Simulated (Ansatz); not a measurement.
Two isomers of C4H4S: A = `CC#CC=S`, B = `c1ccsc1`.

Computed with Ansatz on PBE0-D4/def2-TZVP structures; ΔE is electronic, products minus reactants. CBS: MP2 limit from def2 TZ/QZ plus the TZ coupled-cluster correction, frozen cores. Functionals use def2-TZVPP. B3LYP here is the variant with VWN-RPA as its local correlation; programs differ in this.

Question: Which is lower in electronic energy at CCSD(T)/CBS, and by how much? (Best estimate.)

Answer: Ansatz gave: B, by 47.4 kcal/mol.

Question: Give E(B) − E(A) in kcal/mol with B3LYP, BLYP-D4, B3LYP-D4, CCSD(T)/def2-TZVPP, PBE0-D4, CCSD/def2-TZVPP, ωB97M-V. (Best estimate.)

Answer: The calculation gave: B3LYP -41.9, BLYP-D4 -41.0, B3LYP-D4 -44.3, CCSD(T)/def2-TZVPP -46.0, PBE0-D4 -51.7, CCSD/def2-TZVPP -45.1, ωB97M-V -48.8. None reverses the order clearly.

Question: Does the order hold for the free energy at 298.15 K (harmonic terms from PBE0-D4)? (Best estimate.)

Answer: The calculation gave: Yes: G(B) − G(A) = -42.3 kcal/mol. Modes under 60 cm⁻¹, often nearly free rotors, make the harmonic entropy too high.

Largest T1 diagnostic: 0.016.

The D4 term adds −2.4 kcal/mol with B3LYP and −1.1 kcal/mol with PBE0; it sums over pairs of atoms, weighted by their polarisabilities, and B3LYP, whose exchange is more repulsive, gets the larger term. At CCSD(T), def2-SVP lies +5.3 kcal/mol from the extrapolated value and def2-TZVPP +1.4 kcal/mol.
